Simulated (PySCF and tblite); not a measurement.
The numbers below are computed, except where a source is named.
C3H7Cl, numbered as in [CH3:1][CH2:2][CH2:3][Cl:4].

Free energies: PBE0-D3(BJ)/def2-TZVP on PBE0-D3(BJ)/def2-SVP structures plus GFN2-xTB thermal terms, symmetry and mirror images included. Conformers within 4 kcal/mol (GFN2-xTB free energy) were kept, 5 at most. GIAO shieldings: PBE0/pcSseg-1. Shifts are against TMS (¹H), TMS (¹³C) at the same level. Programs: PySCF with density fitting and tblite.

Torsions listed: C1–C2–C3–Cl4. Of a mirror pair one member is shown.

```csv
conformer,shape,symmetry,E(GFN2) kcal/mol,E(DFT) kcal/mol
1,-63°,C1 (pair),0.08,0.00
2,180°,Cs,0.00,0.18
```

(1) How much do the weights at 298.15 K and the averaged shift of H3 depend on how the conformers are weighted?

Answers

(1) 
```json
{"weighting": "DFT energy with thermal terms, symmetry and mirror images (full scheme)", "1 (%)": "71", "2 (%)": "29", "δ (ppm)": "3.32", "rms dipole (D)": "2.08"}
{"weighting": "DFT energy with symmetry and mirror images", "1 (%)": "73", "2 (%)": "27", "δ (ppm)": "3.33", "rms dipole (D)": "2.08"}
{"weighting": "bare DFT energy", "1 (%)": "57", "2 (%)": "43", "δ (ppm)": "3.29", "rms dipole (D)": "2.09"}
{"weighting": "GFN2-xTB energy with symmetry and mirror images", "1 (%)": "64", "2 (%)": "36", "δ (ppm)": "3.31", "rms dipole (D)": "2.08"}
{"weighting": "GFN2-xTB free energy", "1 (%)": "61", "2 (%)": "39", "δ (ppm)": "3.30", "rms dipole (D)": "2.09"}
{"weighting": "leading conformer alone", "1 (%)": "100", "2 (%)": "0", "δ (ppm)": "3.40", "rms dipole (D)": "2.05"}
{"weighting": "equal weights", "1 (%)": "50", "2 (%)": "50", "δ (ppm)": "3.27", "rms dipole (D)": "2.10"}
{"weighting": "full scheme, search stopped after three starts", "1 (%)": "100", "2 (%)": "0", "δ (ppm)": "3.40", "rms dipole (D)": "2.05"}
```

The largest departure from the full scheme, 0.08 ppm, comes with: leading conformer alone.
